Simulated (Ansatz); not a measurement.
The input, for Ansatz 0.2.0:

```yaml
crystal:
  periodic: [false, false, false]
  atoms:
    - {symbol: Si, position_ang: [0.000000, 0.000000, 0.651167]}
    - {symbol: N, position_ang: [0.000000, 0.000000, -1.074836]}
    - {symbol: H, position_ang: [0.000000, -0.852806, -1.603987]}
    - {symbol: H, position_ang: [0.000000, 0.852806, -1.603987]}
basis:
  gaussian: {orbitals: "6-31G*"}
magnetization: {spin_polarized: true, initial_magnetization: 3}
hamiltonian: {xc: hf}
output: {forces: true, orbitals: {seedname: orbitals}}
```

```sh
$ ansatz run in.yaml --threads 1 --pin off --events-out ev --progress --plain --max-ram 2393MiB
```

Log:

```
367 factors; integrals over basis functions are off by at most 1.5e-3 eV
mean field evaluation 1: about -9369.6824 eV, gradient 1.6e1 eV
mean field evaluation 2: about -9369.7172 eV, gradient 1.6e1 eV
mean field evaluation 4: about -9371.4922 eV, gradient 3.1e0 eV
mean field evaluation 8: about -9371.6652 eV, gradient 2.2e-1 eV
mean field evaluation 16: about -9370.0256 eV, gradient 9.7e0 eV
mean field evaluation 32: about -9370.5667 eV, gradient 2.8e-2 eV
mean field -9371.66624582 eV, -344.4023821903 hartree, gradient 1.5e-5 eV, S^2 3.753734; 0 other end points of the search recorded, 0 dependent functions left out
the calculation of the forces begins
reference -9371.66624582 eV, -344.4023821903 hartree; 13, 10 occupied and 25, 28 virtual orbitals, 367 factors
Total energy: -9371.66624582 eV, -344.4023821903 hartree
Atom 0 at     0.000000     0.000000     0.651167 Å, force    -0.000000     0.000000     0.142410 eV/Å
Atom 1 at     0.000000     0.000000    -1.074836 Å, force    -0.000000     0.000000    -0.421813 eV/Å
Atom 2 at     0.000000    -0.852806    -1.603987 Å, force     0.000000     0.508944     0.139701 eV/Å
Atom 3 at     0.000000     0.852806    -1.603987 Å, force     0.000000    -0.508944     0.139701 eV/Å
Dipole moment:    -0.000000    -0.000000    -0.122005 e Å
```

Forces (eV/Å):
```
Si   0.000  0.000  0.142
N    0.000  0.000 -0.422
H    0.000  0.509  0.140
H    0.000 -0.509  0.140
```

Ran on 1 thread of Arm Neoverse V2, shared host: 0.3 s wall, 0.07 GiB peak host memory.
